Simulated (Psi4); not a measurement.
# MP3/def2-TZVPP run of H2S2 (SMILES SS)

Aim: the energy change on altering one bond length of H2S2 at MP3/def2-TZVPP, from 2 runs. 

Program for the calculation: Psi4 1.11.

**1. The system as given**

H2S2: 4 atoms, total charge 0, spin state singlet. As SMILES, `SS`. Geometry: relaxed at PBE0-D4/def2-TZVP.

Bond lengths: S1–S2 2.046 Å, S1–H3 1.347 Å, S2–H4 1.347 Å. Angles: S1–S2–H4 98.6°, S2–S1–H3 98.6°.

**2. The energy at MP3/def2-TZVPP**

run_ase.py

```python
import numpy as np
from ase.calculators.psi4 import Psi4
from ase import Atoms

atoms = Atoms(['S', 'S', 'H', 'H'], positions=[
    [0.784480, -0.789210, 0.166690],
    [0.060220, 1.121560, 0.067360],
    [-0.225420, -1.352590, 0.856880],
    [-0.619290, 1.020250, -1.090950],
])
calc = Psi4(atoms=atoms, method='mp3', basis='def2-TZVPP', memory='2200MB', num_threads=1, charge=0, multiplicity=1, label='psi4-calc')
calc.psi4.set_options({'puream': True, 'e_convergence': 1e-09, 'd_convergence': 1e-08, 'scf_type': 'pk', 'num_frozen_docc': 10, 'mp_type': 'conv'})
atoms.calc = calc

print(f'energy: {atoms.get_potential_energy():.6f} eV')
```

The run is started by

```console
$ python run_ase.py
```

psi4-calc.dat:

```text
[...]
  Running in c1 symmetry.
[...]
  Nuclear repulsion =   85.443143382187586
[...]
  Multiplicity = 1
[...]
  Nalpha       = 17
  Nbeta        = 17
[...]
    Number of basis functions: 112
[...]
   @RHF iter   1:  -796.21154227221655   -2.48395e-01   2.62936e-03 ADIIS/DIIS
[...]
   @RHF iter  12:  -796.25025094063608   -4.09273e-12   2.63288e-09 DIIS
[...]
    Orbital Energies [Eh]
    ---------------------
    Doubly Occupied:
       1A    -91.985088     2A    -91.985085     3A     -8.988142
       4A     -8.987944     5A     -6.669394     6A     -6.669073
       7A     -6.668355     8A     -6.668225     9A     -6.667470
      10A     -6.667470    11A     -1.059249    12A     -0.882861
      13A     -0.599084    14A     -0.550823    15A     -0.480225
      16A     -0.383752    17A     -0.381527
[...]
  @RHF Final Energy:  -796.25025094063608
   => Energetics <=
    Nuclear Repulsion Energy =             85.4431433821875856
    One-Electron Energy =               -1270.7992529318980814
    Two-Electron Energy =                 389.1058586090744598
    Total Energy =                       -796.2502509406360787
[...]
 Multipole Moments:
 ------------------------------------------------------------------------------------
     Multipole            Electronic (a.u.)      Nuclear  (a.u.)        Total (a.u.)
 ------------------------------------------------------------------------------------
 L = 1.  Multiply by 2.5417464519 to convert [e a0] to [Debye]
 Dipole X            :          1.0750460           -1.5340099           -0.4589639
 Dipole Y            :          0.4229708           -0.6035486           -0.1805778
 Dipole Z            :          0.2978874           -0.4250601           -0.1271727
 Magnitude           :                                                    0.5093418
[...]
	SCS-MP2 Total Energy (a.u.)        :  -796.60868781854435
	SOS-MP2 Total Energy (a.u.)        :  -796.60920566452057
[...]
	SOS-PI-MP2 Total Energy (a.u.)     :  -796.63681756635788
[...]
	MP2 Total Energy (a.u.)            :  -796.60765212659203
[...]
	SCS-MP3 Total Energy (a.u.)        :  -796.61779058691377
[...]
	MP3 Total Energy (a.u.)            :  -796.64406320006958
[...]
```

Standard output:

```text
energy: -21677.789128 eV
```

Run time: 23 s. Hardware: 1 thread of AMD EPYC 7R43 (Zen 3), shared host; peak memory 1.4 GiB.

**3. The distorted shape**

h2s2.xyz

```xyz
4
H2S2
S      1.328082    -0.708163     1.093327
S      0.603822     1.202607     0.993997
H      0.318182    -1.271543     1.783517
H     -0.619290     1.020250    -1.090950
```

h2s2_ase.py

```python
import numpy as np
from ase.calculators.psi4 import Psi4
from ase.io import read

mol = read('h2s2.xyz')
calc = Psi4(atoms=mol, method='mp3', basis='def2-TZVPP', memory='2200MB', num_threads=1, charge=0, multiplicity=1, label='calc')
calc.psi4.set_options({'puream': True, 'e_convergence': 1e-09, 'd_convergence': 1e-08, 'scf_type': 'pk', 'num_frozen_docc': 10, 'mp_type': 'conv'})
mol.calc = calc

print(f'energy: {mol.get_potential_energy():.6f} eV')
```

The run is started by

```console
$ python h2s2_ase.py
```

calc.dat:

```text
[...]
  Running in c1 symmetry.
[...]
  Nuclear repulsion =   81.868102922887644
[...]
  Multiplicity = 1
[...]
  Nalpha       = 17
  Nbeta        = 17
[...]
    Number of basis functions: 112
[...]
   @RHF iter   1:  -796.01854776206915   -4.30496e-01   2.90508e-03 ADIIS/DIIS
[...]
   @RHF iter  14:  -796.09879000864657   -3.70619e-11   7.24063e-09 DIIS
[...]
    Orbital Energies [Eh]
    ---------------------
    Doubly Occupied:
       1A    -92.029188     2A    -92.006894     3A     -9.025515
       4A     -9.008772     5A     -6.705440     6A     -6.704825
       7A     -6.703641     8A     -6.689748     9A     -6.688868
      10A     -6.688281    11A     -1.057768    12A     -0.856064
      13A     -0.586543    14A     -0.496382    15A     -0.463850
      16A     -0.392814    17A     -0.341464
[...]
  @RHF Final Energy:  -796.09879000864657
   => Energetics <=
    Nuclear Repulsion Energy =             81.8681029228876440
    One-Electron Energy =               -1263.0416758934729842
    Two-Electron Energy =                 385.0747829619386948
    Total Energy =                       -796.0987900086466880
[...]
 Multipole Moments:
 ------------------------------------------------------------------------------------
     Multipole            Electronic (a.u.)      Nuclear  (a.u.)        Total (a.u.)
 ------------------------------------------------------------------------------------
 L = 1.  Multiply by 2.5417464519 to convert [e a0] to [Debye]
 Dipole X            :          1.8866826           -2.0276087           -0.1409262
 Dipole Y            :          0.2468671           -0.6771405           -0.4302734
 Dipole Z            :          1.5453333           -1.2664605            0.2788728
 Magnitude           :                                                    0.5317569
[...]
	SCS-MP2 Total Energy (a.u.)        :  -796.48410519241577
	SOS-MP2 Total Energy (a.u.)        :  -796.48604065628115
[...]
	SOS-PI-MP2 Total Energy (a.u.)     :  -796.51582916763766
[...]
	MP2 Total Energy (a.u.)            :  -796.48023426468524
[...]
	SCS-MP3 Total Energy (a.u.)        :  -796.49443318525732
[...]
	MP3 Total Energy (a.u.)            :  -796.52154623605145
[...]
```

The script printed:

```text
energy: -21674.455271 eV
```

Run time: 22 s. Hardware: 1 thread of AMD EPYC 7R43 (Zen 3), shared host; peak memory 1.4 GiB.

**4. Summary of results**

Level: MP3/def2-TZVPP, 10 core orbitals frozen.

| quantity | value |
| --- | --- |
| first shape: total energy | -796.64406 Eh |
| first shape: HOMO energy (Hartree–Fock orbitals) | -10.38 eV |
| first shape: LUMO energy (Hartree–Fock orbitals) | 2.87 eV |
| first shape: HOMO–LUMO gap (Hartree–Fock orbitals) | 13.25 eV |
| first shape: correlation energy (10 core orbitals frozen) | -393.8 mEh |
| distorted shape: total energy | -796.52155 Eh |
| distorted shape: HOMO energy (Hartree–Fock orbitals) | -9.29 eV |
| distorted shape: LUMO energy (Hartree–Fock orbitals) | -1.05 eV |
| distorted shape: HOMO–LUMO gap (Hartree–Fock orbitals) | 8.24 eV |
| distorted shape: correlation energy (10 core orbitals frozen) | -422.8 mEh |
| energy change with the S2–H4 bond stretched from 1.347 to 2.424 Å | 3.334 eV |

What this shows: One bond (distorted shape) is far stretched, which a spin-restricted single reference describes badly; perturbation theory on it can break down and give far too much correlation. With the S2–H4 bond stretched from 1.347 to 2.424 Å the energy rises by 3.33 eV (322 kJ/mol). The first shape isn't relaxed at this level, so the change isn't measured from a minimum. A restricted reference can't describe the breaking bond well at this length.
